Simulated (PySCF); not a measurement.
# Atomic charges against the basis set

Compound: C2H6S2.
Bonds: C1–S2, S2–S3, S3–C4. Hydrogens: H5, H6, H7 on C1; H8, H9, H10 on C4.

PBE0 throughout (PySCF), one geometry, spherical d and f functions. Isolated species at its PBE0-D3(BJ)/def2-SVP geometry (one conformer only). Atoms taken as equivalent share a column and are averaged.

Mulliken charges (e):

| basis | functions | C1/C4 | S2/S3 | H5 (×6) |
| --- | --- | --- | --- | --- |
| STO-3G | 34 | -0.320 | +0.064 | +0.085 |
| 6-31G | 56 | -0.745 | +0.095 | +0.217 |
| 6-31G* | 76 | -0.683 | +0.033 | +0.217 |
| def2-SVP | 94 | -0.163 | -0.104 | +0.089 |
| 6-311+G(2d,p) | 160 | -0.671 | +0.147 | +0.175 |
| def2-TZVP | 172 | -0.351 | -0.076 | +0.142 |

IAO charges (e):

```csv
basis,functions,C1/C4,S2/S3,H5 (×6)
STO-3G,34,-0.496,+0.095,+0.134
6-31G,56,-0.522,+0.013,+0.170
6-31G*,76,-0.508,+0.030,+0.159
def2-SVP,94,-0.494,+0.032,+0.154
"6-311+G(2d,p)",160,-0.520,+0.037,+0.161
def2-TZVP,172,-0.523,+0.040,+0.161
```

Task: Which scheme is steadiest as the basis changes?

Result: Largest range over the bases for any column: IAO 0.08 e, Mulliken 0.58 e. IAO charges move least and Mulliken charges most, counted in e. Without the minimal STO-3G basis the ranges are IAO 0.03, Mulliken 0.58 e.

Task: How much do the charges still move between the two largest bases, 6-311+G(2d,p) and def2-TZVP?

Result: At most, over all atoms: Mulliken 0.322 e, IAO 0.004 e.

Task: What do the same runs give for the total energy, the frontier levels and the dipole moment?

Result: 
```tsv
basis	energy (Eh)	HOMO (eV)	LUMO (eV)	μ (D)
STO-3G	-866.1033	-3.39	4.56	1.19
6-31G	-875.7054	-6.84	-0.41	2.61
6-31G*	-875.7877	-6.72	-0.28	2.30
def2-SVP	-875.5205	-6.68	-0.04	2.08
6-311+G(2d,p)	-875.8798	-6.76	-0.49	2.11
def2-TZVP	-875.8911	-6.73	-0.31	2.05
```

The dipole is fixed by the density alone, so its range of 1.42 D shows that the density itself changes with the basis, not only its division among atoms.
